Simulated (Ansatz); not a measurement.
A calculation with Ansatz (development build ahead of 0.2.0).

```yaml
crystal:
  periodic: [false, false, false]
  atoms:
    - { symbol: C, position_ang: [0.0, -0.27737, -1.37267] }
    - { symbol: C, position_ang: [0.0, 0.62583, 0.0] }
    - { symbol: C, position_ang: [0.0, -0.27737, 1.37267] }
    - { symbol: H, position_ang: [0.0, 0.40278, -2.34799] }
    - { symbol: H, position_ang: [0.95855, -0.98146, -1.42648] }
    - { symbol: H, position_ang: [-0.95855, -0.98146, -1.42648] }
    - { symbol: H, position_ang: [-0.94951, 1.34688, 0.0] }
    - { symbol: H, position_ang: [0.94951, 1.34688, 0.0] }
    - { symbol: H, position_ang: [0.0, 0.40278, 2.34799] }
    - { symbol: H, position_ang: [-0.95855, -0.98146, 1.42648] }
    - { symbol: H, position_ang: [0.95855, -0.98146, 1.42648] }
basis:
  gaussian: { orbitals: cc-pVDZ }
hamiltonian:
  xc: hf
correlation:
  method: mp2
  frozen_orbitals: { C: 1, H: 0 }
```

The input is written out in the form of the current development build from the run's settings.

Output:

- Converged: yes
- Reference energy: -118.21546 hartree
- Correlation energy: -0.45746 hartree
- Total energy: -118.67292 hartree
- Spin squared of the determinant: 0.000

Caution: no unrestricted run beside it, a lower state can exist.
